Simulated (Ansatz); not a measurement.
H₂As–AsH₂, singlet: reading a ladder of total energies

Geometry: a PBE0/def2-TZVP stationary point for this spin, not checked as a minimum.

```xyz
6

As    0.0276    0.0000    1.2417
As    0.0276    0.0000   -1.2417
H    -1.0276    1.0883    1.3713
H    -1.0267   -1.0892    1.3713
H    -1.0276    1.0883   -1.3713
H    -1.0267   -1.0892   -1.3713
```

Basis cc-pVDZ; Ansatz 0.2.0. Correlated methods freeze the noble-gas cores and the filled d shells of p-block atoms, which leaves 14 electrons in 46 orbitals. Prefix R: restricted or restricted open-shell reference. No spin–orbit coupling is included, and no scalar relativity.

Full CI isn't at hand for all of this; RCCSDTQ serves as the reference, and is uncertain by the last step of the cluster series or more.

RCCSD has a T1 diagnostic of 0.013 and a largest doubles amplitude of 0.09.

Runs differ by some tens of microhartree through their thresholds, so steps under 0.03 kcal/mol mean nothing.

```json
{"level": "RHF", "total energy (hartree)": "-4470.656421"}
{"level": "RMP2", "total energy (hartree)": "-4470.885433"}
{"level": "RCCSD", "total energy (hartree)": "-4470.929160"}
{"level": "RCCSD(T)", "total energy (hartree)": "-4470.936875"}
{"level": "RCCSDT", "total energy (hartree)": "-4470.937918"}
{"level": "RCCSDT(Q)", "total energy (hartree)": "-4470.938361"}
{"level": "RCCSDTQ", "total energy (hartree)": "-4470.938386"}
```

Problem. What is the correlation energy at RCCSDTQ, and what share of it do RMP2 and RCCSDT recover?

Solution. E(corr) = -4470.938386 − (-4470.656421) = -0.281965 hartree = -7.673 eV. RMP2: -0.229012 / -0.281965 = 81.22 %. RCCSDT: -0.281497 / -0.281965 = 99.83 %.

Problem. By how many kcal/mol does RCCSD(T) miss RCCSDTQ (1 hartree = 627.509 kcal/mol), and which steps make up the rest?

Solution. -4470.936875 − (-4470.938386) = 0.001511 hartree = 0.95 kcal/mol. Steps: RCCSDT − RCCSD(T) = -0.65, RCCSDT(Q) − RCCSDT = -0.28, RCCSDTQ − RCCSDT(Q) = -0.02 kcal/mol. Differences between like states or geometries often cancel part of this.
